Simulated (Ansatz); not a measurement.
# C₃H₆S: taking an electron away

An exercise on one series of results from a longer session: the logs are not shown, and one member is left open.

The runs use Ansatz 0.2.0, Gaussian basis; unrestricted cation, the program's frozen cores in correlated methods.

Levels to be run: UKS PBE-D4/def2-TZVPP; UKS r2SCAN-D4/def2-TZVPP; UKS PBE0-D4/def2-TZVPP; UKS B3LYP-D4/def2-TZVPP; UKS wB97X-V/def2-TZVPP; UKS wB97M-V/def2-TZVPP; UKS B2PLYP/def2-TZVPP; UHF-CCSD(T)/def2-TZVPP; UHF-MP2/def2-QZVPP; extrapolation to the limit; then −ε(HOMO) from the neutral's earlier runs with LDA (SPW92), PBE-D4, revPBE-D4, BLYP-D4, r2SCAN-D4, B97M-V, PBE0-D4, B3LYP-D4, r2SCANh-D4, r2SCAN0-D4, HSE06-D4, BHLYP-D4, CAM-B3LYP-D4, LC-ωPBE, ωB97X-V, ωB97M-V.

## Structure used throughout

An earlier PBE0-D4 in a triple-zeta def2 set relaxation fixed the geometry.

SMILES `C1CSC1`, 10 atoms, charge 0, spin multiplicity 1.

Atoms are counted from 1 here; the program's logs count them from 0.

Bond lengths: C1–C2 1.533 Å, C1–C4 1.533 Å, C1–H5 1.093 Å, C1–H6 1.091 Å, C2–S3 1.830 Å, C2–H7 1.092 Å, C2–H8 1.089 Å, S3–C4 1.830 Å, C4–H9 1.089 Å, C4–H10 1.092 Å. Angles: C2–C1–C4 96.0°, C2–C1–H5 115.6°, C2–C1–H6 110.3°, C4–C1–H5 115.6°, C4–C1–H6 110.3°, H5–C1–H6 108.5°, C1–C2–S3 90.9°, C1–C2–H7 113.5°, C1–C2–H8 116.6°, S3–C2–H7 111.0°, S3–C2–H8 114.4°, H7–C2–H8 109.4°, C2–S3–C4 77.0°, C1–C4–S3 90.9°, C1–C4–H9 116.6°, C1–C4–H10 113.5°, S3–C4–H9 114.4°, S3–C4–H10 111.0° and more.

The first run:

Contents of in.yaml:

```yaml
crystal:
  periodic: [false, false, false]
  atoms:
    - {symbol: C, position_ang: [-0.542521, 0.396274, -0.252242]}
    - {symbol: C, position_ang: [-0.261304, -1.109782, -0.307839]}
    - {symbol: S, position_ang: [0.949812, -0.962764, 1.056689]}
    - {symbol: C, position_ang: [0.734081, 0.770614, 0.509686]}
    - {symbol: H, position_ang: [-0.677734, 0.887988, -1.218611]}
    - {symbol: H, position_ang: [-1.421981, 0.594589, 0.362405]}
    - {symbol: H, position_ang: [0.226215, -1.427297, -1.231385]}
    - {symbol: H, position_ang: [-1.101153, -1.770278, -0.095875]}
    - {symbol: H, position_ang: [0.624119, 1.488957, 1.321117]}
    - {symbol: H, position_ang: [1.553765, 1.080600, -0.141047]}
basis:
  gaussian: {orbitals: def2-TZVPP}
total_charge: 1
magnetization: {spin_polarized: true, initial_magnetization: 1}
hamiltonian: {xc: pbe, dispersion: d4}
```

On the command line:

```bash
$ ansatz run in.yaml --threads 4 --pin off --events-out ev --progress --plain --max-ram 10444MiB
```

Steps of the session up to this table: Cation, UKS PBE-D4/def2-TZVPP; Cation, UKS r2SCAN-D4/def2-TZVPP; Cation, UKS PBE0-D4/def2-TZVPP; Cation, UKS B3LYP-D4/def2-TZVPP; Cation, UKS wB97X-V/def2-TZVPP; Cation, UKS wB97M-V/def2-TZVPP; Cation, UKS B2PLYP (frozen core)/def2-TZVPP; Cation, UHF-CCSD(T)/def2-TZVPP; Cation, UHF-MP2/def2-QZVPP.

One of the session's tables, all rows but one given; the rest of the session is left out.

Orbital estimates, from the neutral's runs:

| functional | −ε(HOMO) (eV) |
| --- | --- |
| LDA (SPW92) | 5.13 |
| PBE-D4 | ? |
| revPBE-D4 | 5.00 |
| BLYP-D4 | 4.90 |
| r2SCAN-D4 | 5.26 |
| B97M-V | 5.37 |
| PBE0-D4 | 6.26 |
| B3LYP-D4 | 6.04 |
| r2SCANh-D4 | 5.72 |
| r2SCAN0-D4 | 6.41 |
| HSE06-D4 | 5.86 |
| BHLYP-D4 | 7.37 |
| CAM-B3LYP-D4 | 7.61 |
| LC-ωPBE | 9.01 |
| ωB97X-V | 8.65 |
| ωB97M-V | 8.49 |

Estimate the missing values for PBE-D4.

As computed: −ε(HOMO) (eV): 5.04. In the column «−ε(HOMO) (eV)» it lies between revPBE-D4 (5.00) and LDA (SPW92) (5.13).
